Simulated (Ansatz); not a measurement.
Ideal-gas functions of `O=S=S` at 400 K and 1 bar, from an Ansatz frequency run at PBE0-D4/def2-TZVP.

Molar mass 80.13 g/mol, point group Cs (symmetry number 1), electronic degeneracy 1, moments of inertia 12.085, 99.231, 111.316 u Å². Harmonic wavenumbers (cm⁻¹, unscaled): 394, 723, 1241.

Use S(trans) = R[1.5 ln M + 2.5 ln T − 1.1517]; rotational temperatures θ = 24.2544 K / I; S(rot) = R[ln(√π/σ · √(T³/θAθBθC)) + 1.5]; for each mode x = 1.438777 ν̃/T, S = R[x/(eˣ − 1) − ln(1 − e⁻ˣ)] and H = RT x/(eˣ − 1); 1 cm⁻¹ = 0.0119627 kJ/mol; R = 8.31446 J/(mol·K).

Question: By hand: the entropy, in J/(mol·K).

Answer: Translation 169.6. Rotation: θ = 2.007, 0.2444, 0.2179 K, giving 101.2. Vibration, mode by mode: 6.08, 2.38, 0.53, in all 9.0. Electronic 0.0. Sum 279.8 J/(mol·K).

Question: By hand: H − E and G − E in kJ/mol, counted from the electronic energy.

Answer: Zero-point energy ½ × 2358 × 0.0119627 = 14.1; thermal vibration 2.4; translation, rotation and pV give 4 RT = 13.3. H − E = 29.8 kJ/mol, and G − E = 29.8 − 400 × 279.8/1000 = -82.1 kJ/mol.

Vibration gives 3 % of the entropy.
